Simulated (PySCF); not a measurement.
Compound: PF5.
Bonds: P1–F2, P1–F3, P1–F4, P1–F5, P1–F6.

Computed, not measured: PBE0-D3(BJ)/def2-SVP geometry optimisation, gas phase (PySCF 2.14.0).

Task: How far are the bound atoms from P1?

Result: 5 atoms: F6 1.568 Å, F5 1.568 Å, F4 1.569 Å, F3 1.593 Å, F2 1.593 Å.

Task: List the angles at P1.

Result: 
```
   angle  degrees  distance of the outer atoms (Å)
F2–P1–F3    179.9                             3.19
F4–P1–F5    120.2                             2.72
F4–P1–F6    120.0                             2.72
F5–P1–F6    119.7                             2.71
F2–P1–F6     90.1                             2.24
F2–P1–F5     90.0                             2.24
F3–P1–F6     90.0                             2.24
F2–P1–F4     90.0                             2.24
F3–P1–F5     90.0                             2.24
F3–P1–F4     89.9                             2.23
```

Task: What is the shape at P1?

Result: Trigonal bipyramidal: τ5 = (β − α)/60° = 0.99 from the two widest angles, 179.9° and 120.2° (0 for a square pyramid, 1 for a trigonal bipyramid). The P–F distances aren't all alike: 1.568 to 1.593 Å.

Task: What are the rotational constants (commonest isotopes, rigid rotor)?

Result: A = 3605, B = 3038, C = 3030 MHz: a prolate symmetric top.

Point group: D3h (every atom within 0.08 Å of its image). Charge 0, singlet. Stationary, but not proved a minimum.

Hardware: one thread, Arm Neoverse V2, shared host. Cost: 12 s wall. This is the geometry optimisation.
